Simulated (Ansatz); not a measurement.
Which is lower?

Two relaxed structures of LiHSO, closed shell (PBE0-D4/def2-TZVP; forces vanish, vibrations not checked).

A:

Li1  (-1.379, 0.585, -0.390)
O2  (-0.511, -0.083, 0.923)
S3  (0.788, 0.320, 0.071)
H4  (1.102, -0.822, -0.604)
(Å)

B:

```json
{"atom": "Li1", "x (Å)": "-1.7600", "y (Å)": "0.1547", "z (Å)": "1.1618"}
{"atom": "O2", "x (Å)": "-0.4215", "y (Å)": "0.1748", "z (Å)": "0.2908"}
{"atom": "S3", "x (Å)": "0.9092", "y (Å)": "0.4636", "z (Å)": "-0.5501"}
{"atom": "H4", "x (Å)": "1.2724", "y (Å)": "-0.7931", "z (Å)": "-0.9025"}
```

Computed with Ansatz 0.2.0 (basis: def2-TZVPP); correlated methods freeze the cores. The outer core shell of Li, Na, Mg and K is correlated. B3LYP uses VWN-RPA correlation.

Which structure is lower at CCSD(T), and by how much? (To be estimated.)

The calculation gives: A, by 13.0 kJ/mol (electronic energy, against the other). By their contacts, A is LiHSO ([Li]1[O][SH]1) and B is LiHSO ([Li][O][SH]).

All methods give the same order:

```tsv
method	E(B) − E(A) (kJ/mol)
PBE-D4	20.7
r2SCAN-D4	19.6
PBE0-D4	17.3
B3LYP-D4	12.2
wB97M-V	12.3
HF	2.7
MP2	13.0
CCSD	10.0
CCSD(T)	13.0
```

T1 diagnostic: at most 0.015.

Labels in which every atom is bracketed show which atoms are joined, not bond orders.

For scale, one of the runs: CCSD(T)/def2-TZVPP, 106 basis functions, launched by `ansatz run in.yaml --threads 2 --pin off --events-out ev --progress --plain --max-ram 4352MiB`. Hardware: 2 CPU threads of an Arm Neoverse V2, shared host. Wall time about 2.7 s.
